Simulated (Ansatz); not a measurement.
## Structure relaxation of Bi2Cl

These are results of Ansatz, DFT PBE, scalar-relativistic, plane waves, PAW, not measurements. Cutoff 420 eV, Γ-centred k mesh, Gaussian smearing, no spin polarisation in the final step.

The start puts Bi2Cl on the MoSi2 (C11b) structure type (I4/mmm, No. 139), with Cl in place of Mo, Bi in place of Si, at a guessed volume.

```xyz
3
Lattice="-2.0483 2.0483 5.0246 2.0483 -2.0483 5.0246 2.0483 2.0483 -5.0246" Properties=species:S:1:pos:R:3 pbc="T T T"
Bi    0.0000    0.0000    6.6828
Bi    0.0000    0.0000    3.3665
Cl    0.0000    0.0000    0.0000
```

Steps on the 6×6×6 mesh (3 atoms). 7 of 7 steps are shown, and the free energy counts from the last. Trial steps that were taken back and renewals of the plane-wave basis can be among the rows.

```tsv
step	ΔF (meV/atom)	V (Å³/atom)	P (GPa)	largest force component (eV/Å)
1	62.1	28.11	1.50	0.732
2	26.0	29.13	0.90	0.001
3	20.5	29.91	-0.29	0.121
4	4.8	31.33	-1.30	0.189
5	3.6	31.22	-0.57	0.014
6	0.4	30.50	0.06	0.013
7	0.0	30.50	0.07	0.013
```

A final relaxation ran on a 16×16×16 mesh. The relaxed crystal, I4/mmm (No. 139):

```
Bi Cl
1.0
    -2.17446    2.17446    4.83500
     2.17446   -2.17446    4.83500
     2.17446    2.17446   -4.83500
Bi Cl
2 1
Direct
  0.69237 0.69237 0.00000
  0.30763 0.30763 0.00000
  0.00000 0.00000 0.00000
```

```yaml
Volume_per_atom: 30.48 Å³
Density: 8.23 g/cm³
Energy_over_the_elements: -0.19 eV/atom
Gap_on_the_16×16×16_mesh: 0 eV (a metal)
```

Energies over the elements count from the elements' standard structures at the same level (Cl₂ as a molecule), with no empirical corrections.

The final run used a 16×16×16 mesh on its 3-atom cell and 0.10 eV smearing. For metals, differences of a few meV/atom aren't resolved. Spin–orbit coupling is left out.

Symmetry constrained the relaxation, so the result can be a saddle point.

Cost: 3 runs of about 1.7 core-minutes in all, on Intel Xeon 6975P-C (Granite Rapids) (shared hosts).